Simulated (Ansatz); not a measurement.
## Si$_{2}$⁺, doublet in cc-pVDZ: errors against full CI

Geometry: that of the Si2⁺, quartet, kept fixed. The quartet lies 0.8 eV lower here.

```xyz
2

Si    0.0000    0.0000    0.0000
Si    0.0000    0.0000    2.2726
```

Basis cc-pVDZ; Ansatz 0.2.0. Correlated methods freeze the noble-gas cores, which leaves 7 electrons in 26 orbitals. Prefix R: restricted or restricted open-shell reference; prefix U: unrestricted. Active spaces: valence = (7e, 8o) chosen from the atoms' valence shells.

Full CI is exact within this basis and frozen core; it isn't the basis-set limit. The frozen core follows each run's orbitals, which can shift R against U totals by a few meV.

For open shells CISD and CISDTQ are restricted-active-space CI with the open shells as a complete middle space.

The UHF ⟨S²⟩ is 1.861, the ⟨S²⟩ of the determinant under UCCSD is 1.808 and the T1 diagnostic (RCCSD) is 0.0189. The largest doubles amplitude (RCCSD) is 0.105. The T1 diagnostic (UCCSD) is 0.0223.

```tsv
level	E − E(full CI) (kJ/mol)	wall time
RHF†	412.2	–
UHF†	334.4	1.7 s
RMP2†	122.0	–
UMP2†	86.2	–
CISD†	50.1	1.5 s
RCCSD†	22.3	–
UCCSD*†	-5.2	–
RCCSD(T)†	8.7	3.7 s
UCCSD(T)*†	-29.8	8 s
BCCD(T)†	8.7	3.8 s
RCCSDT†	2.9	–
UCCSDT*†	-61.6	–
CISDTQ†	3.7	20 s
RCCSDT(Q)†	1.4	8.5 s
UCCSDT(Q)*†	-80.5	16 s
CASSCF (valence space)†	232.4	–
NEVPT2 (valence space)†	71.3	2.9 s
MRCISD (valence space)†	19.9	–
MRCISD+Q (valence space)†	5.7	3.7 s
```

An asterisk marks runs whose energy the program itself flagged as in doubt. A dagger marks rows that describe another state than the reference (another or a broken symmetry, a higher spin or other natural occupations), so the difference isn't the method's error.

Times hold each run's SCF and search for its determinant on a shared host, so for small cases they say little of a method's own cost; they ran on 1 thread of Arm Neoverse V1.

The restricted determinant belongs to another symmetry than the lowest state (Ag); the lowest full-CI state of the determinant's symmetry (B2u) lies 0.006 eV higher, and methods that keep that symmetry describe that state.

Unrestricted levels hold only the spin's projection, and here they fall towards a lower state of higher spin.

The full-CI state has the irrep Ag of D2h, in the program's axes (one component, if the state is degenerate).

Natural occupations of full CI about the gap: 1.939 1.880 0.992 0.944 0.934 0.086 0.086 0.038 0.013 0.013; effectively unpaired electrons, Σ n²(2−n)², 3.11. No single determinant describes this state well, so single-reference rows can miss without a flag.
